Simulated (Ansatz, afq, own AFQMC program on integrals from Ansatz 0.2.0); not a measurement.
**Where AFQMC and coupled cluster stand for N2, triplet**

```xyz
2

N     0.0000    0.0000    0.0000
N     0.0000    0.0000    1.0895
```

Basis 6-31G. Noble-gas cores (and the filled d shells of Ga–Kr and In–Xe) are frozen. AFQMC by an in-house program on the Cholesky factors that Ansatz 0.2.0 writes for its CCSD(T) run. ph-AFQMC/CISD is guided by a CISD state made of CCSD amplitudes; releasing the constraint for a short imaginary time cuts its bias at the price of noise, slowly where states lie close. ± is one standard error of the sampling.

Determinant: UHF, the one that the program's search chose, which needn't be the lowest solution. The geometry is a PBE0/def2-TZVP stationary point of this or a neighbouring charge and spin state.

Full CI is exact in this basis; its frozen core comes from its own orbitals, which moves totals by up to a few meV.

Cautions: another spin lies lower (by 8.01 eV); the search met a lower determinant of the same kind, perhaps of another symmetry (863 meV lower), and this one is a saddle point; the CCSD(T) amplitudes may be one of several solutions (largest double 0.12); the CCSDT(Q) amplitudes may be one of several solutions (largest double 0.13); the CCSDTQ amplitudes may be one of several solutions (largest double 0.13); the released energy hasn't reached full CI (32 meV above it at 1.62 1/Eh, later times being too noisy to tell), so no released level is given (meV from the phaseless value at times in 1/Eh: -56 ± 16 at 0.24, -60 ± 15 at 0.51, -69 ± 12 at 0.99, -62 ± 12 at 1.62, -66 ± 18 at 2.40); a state of other symmetry lies lower (by 30 meV); full CI with its own frozen core.

```
T1 diagnostic                               : 0.0161
weight of the determinant in the CISD state : 0.904
⟨S²⟩ of the determinant                     : 2.016
size of the correlated space                : 10 electrons in 16 orbitals
```

Reference: full CI, correlation energy -5.883 eV. CCSDTQ lies 5.2 meV above full CI, in part by the other frozen core, which shifts every row alike, so rows that close can't be ranked against it.

```json
{"level": "HF", "E − E(reference) (mEh)": "216.18", "share of correlation (%)": "0.00"}
{"level": "MP2", "E − E(reference) (mEh)": "10.89", "share of correlation (%)": "94.96"}
{"level": "CCSD", "E − E(reference) (mEh)": "9.18", "share of correlation (%)": "95.75"}
{"level": "CCSD(T)", "E − E(reference) (mEh)": "2.10", "share of correlation (%)": "99.03"}
{"level": "CCSDT", "E − E(reference) (mEh)": "1.90", "share of correlation (%)": "99.12"}
{"level": "CCSDT(Q)", "E − E(reference) (mEh)": "0.09", "share of correlation (%)": "99.96"}
{"level": "CCSDTQ", "E − E(reference) (mEh)": "0.19", "share of correlation (%)": "99.91"}
{"level": "ph-AFQMC/CISD", "E − E(reference) (mEh)": "3.47 ± 0.33", "share of correlation (%)": "98.39"}
```

CCSDT and higher add their correlation energy to the determinant of the CCSD(T) run, since their own runs factorise the integrals more tightly (a shift of under 2 meV). A walk keeps the symmetry of its determinant, which the program's search chose and which needn't be the lowest solution, so a lower state of the same spin and another symmetry isn't excluded.
